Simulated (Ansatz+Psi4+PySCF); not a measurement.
Results of a calculation; reference values are marked as such.
Input for Ansatz (development build ahead of 0.2.0):

```yaml
crystal:
  periodic: [false, false, false]
  atoms:
    - { symbol: C, position_ang: [0.66748, 0.0, 0.0] }
    - { symbol: C, position_ang: [-0.69748, 0.0, 0.0] }
    - { symbol: H, position_ang: [1.23769, 0.92283, 0.0] }
    - { symbol: H, position_ang: [1.23769, -0.92283, 0.0] }
    - { symbol: H, position_ang: [-1.23769, 0.92283, 0.0] }
    - { symbol: H, position_ang: [-1.23769, -0.92283, 0.0] }
basis:
  gaussian: { orbitals: cc-pVTZ }
total_charge: 1
magnetization:
  spin_polarized: true
  initial_magnetization: 1
hamiltonian:
  xc: hf
correlation:
  method: mp2
  frozen_orbitals: { C: 1, H: 0 }
```

The input is written out in the form of the current development build from the run's settings.

The run gave:

| Quantity | Value |
| --- | --- |
| Converged | yes |
| Reference energy | -77.74003 hartree |
| Correlation energy | -0.27147 hartree |
| Total energy | -78.01150 hartree |
| Spin squared of the determinant | 0.755 |
| Stability test | minimum |
| Occupied orbitals by symmetry in an Abelian subgroup (alpha; beta) | 5 A1 1 B1 2 B2; 5 A1 2 B2 |

Caution: MP2 on this radical cation hangs on the determinant chosen.
